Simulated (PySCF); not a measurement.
## Vertical excitation energies

Species: dimethyl ether, C2H6O.
SMILES: `COC`

Theory: TDDFT CAM-B3LYP/def2-SVPD, vertical, gas phase, core orbitals frozen in the response in PySCF. Isolated species at its GFN2-xTB geometry, gas phase.

Question: List the vertical singlet excitations with oscillator strengths and describe the spectrum.

Answer: 

```json
{"state": "S1", "E (eV)": "7.10", "E (hartree)": "0.2610", "f": "0.025", "symmetry": "B1 or B2", "main configurations (H = HOMO, L = LUMO)": "H→L (91%)"}
{"state": "S2", "E (eV)": "8.14", "E (hartree)": "0.2993", "f": "0.0000", "symmetry": "–", "main configurations (H = HOMO, L = LUMO)": "H→L+1 (98%)"}
{"state": "S3", "E (eV)": "8.18", "E (hartree)": "0.3005", "f": "0.033", "symmetry": "B1 or B2", "main configurations (H = HOMO, L = LUMO)": "H→L+2 (82%), H→L+4 (8%)"}
{"state": "S4", "E (eV)": "8.74", "E (hartree)": "0.3214", "f": "0.031", "symmetry": "A1", "main configurations (H = HOMO, L = LUMO)": "H→L+3 (86%), H-1→L (11%)"}
{"state": "S5", "E (eV)": "8.81", "E (hartree)": "0.3238", "f": "0.025", "symmetry": "B1 or B2", "main configurations (H = HOMO, L = LUMO)": "H→L+4 (86%), H→L+2 (10%)"}
{"state": "S6", "E (eV)": "8.84", "E (hartree)": "0.3247", "f": "0.035", "symmetry": "A1", "main configurations (H = HOMO, L = LUMO)": "H-1→L (76%), H→L+3 (12%)"}
{"state": "S7", "E (eV)": "9.50", "E (hartree)": "0.3492", "f": "0.0000", "symmetry": "–", "main configurations (H = HOMO, L = LUMO)": "H→L+5 (95%)"}
{"state": "S8", "E (eV)": "9.72", "E (hartree)": "0.3572", "f": "0.0002", "symmetry": "–", "main configurations (H = HOMO, L = LUMO)": "H-1→L+1 (82%), H-2→L (15%)"}
```

Triplets, Tamm–Dancoff:

```
state  E (eV)  λ (nm)  main configurations (H = HOMO, L = LUMO)
   T1    6.91   179.4                     H→L (83%), H→L+2 (9%)
   T2    7.73   160.4       H→L+2 (68%), H→L (13%), H→L+4 (11%)
   T3    8.01   154.8                               H→L+1 (94%)
```

The lowest singlet comes at 175 nm (685 kJ/mol) in the vacuum ultraviolet; it is weak; its leading configuration is HOMO→LUMO (91%). The most intense listed level is S6 at 8.84 eV (140 nm, f = 0.035), 1.73 eV above S1. Löwdin shares by element: HOMO oxygen 61%, carbon 20%, hydrogen 5% or more; LUMO carbon 52%, hydrogen 15% or more (atoms not listed hold the other 33%). Of the 8 states listed, 5 reach f = 0.01 and 3 stay under 0.0005. The oscillator strengths of these states sum to 0.150; summed over the whole spectrum of an exact calculation they would give the number of electrons, 26 (Thomas–Reiche–Kuhn). Weighted by f, the mean energy of these states is 8.38 eV. Symmetry labels in C2v follow from the direction of the transition dipole and are given only for states with f of 0.002 or more; B1 and B2 swap with the choice of axes. Singlets were solved by full linear response, triplets in the Tamm–Dancoff approximation.
